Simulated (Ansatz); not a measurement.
This script drives Ansatz 0.2.0, Python API.

Contents of `ch3lio.xyz`:
```text
6

Li   -1.68530   -0.27310   -1.20670
O    -0.39360   -1.00090   -0.19060
C     0.33580    0.08380    0.24400
H     1.27770   -0.27700    0.88400
H     0.78040    0.62560   -0.63150
H    -0.27300    0.77760    0.85460
```

Script `relaxed_scan.py`:
```python
# -*- coding: utf-8 -*-
"""Relaxed scan of one distance in CH3LiO."""

import warnings

import ansatz as az
import numpy as np

warnings.simplefilter("ignore", az.DeckWarning)

mol = az.Crystal.molecule_from_extxyz("ch3lio.xyz")

setup = (
    mol.calculation()
    .basis(gaussian="def2-SVP")
    .functional("pbe", dispersion="d4")
    .accuracy("medium")
    .scf(lower_state_search="standard")
)
symbols = [site.symbol for site in mol.cartesian_sites]
pairs = [(0, 1), (1, 2), (2, 3), (2, 4), (2, 5)]
print("held (A)   E (eV)        ", "  ".join(f"{symbols[i]}{i}-{symbols[j]}{j}" for i, j in pairs))
for length in [1.03, 1.12, 1.21, 1.35, 1.51]:
    rep = setup.relax(constraints=[az.DistanceConstraint((2, 4), at=length)], force_tolerance=0.02, max_steps=60).run().report
    xyz = np.array(rep["positions_ang"])
    print(f"{length:6.2f} {rep['free_energy_ev']:14.5f}  ", "  ".join(f"{np.linalg.norm(xyz[i] - xyz[j]):.3f}" for i, j in pairs))
```

It is started by `python relaxed_scan.py`. How long does it take on 1 thread of Arm Neoverse V2, on a shared host, and how much memory does it need?

It took about 68 s, with a peak of 0.2 GiB, for 5 runs of the engine.

`python relaxed_scan.py` gives:
```text
held (A)   E (eV)         Li0-O1  O1-C2  C2-H3  C2-H4  C2-H5
  1.03    -3331.14956   1.575  1.374  1.127  1.030  1.127
  1.12    -3331.30193   1.577  1.368  1.126  1.120  1.126
  1.21    -3331.22303   1.579  1.361  1.125  1.210  1.125
  1.35    -3330.87568   1.584  1.349  1.123  1.350  1.123
  1.51    -3330.55111   1.691  1.313  1.123  1.510  1.123
```

Caveats:
- These settings explore the input space; basis and method may be short of convergence.
- The energies are electronic: no zero-point or thermal terms, and the basis set is short of its limit.
- The script silences the warnings on its input, which a real study should read.

(A comment or docstring line of the script was reworded after the run, the code is as it ran; lines on the test bed's own set-up are left out of the output.)
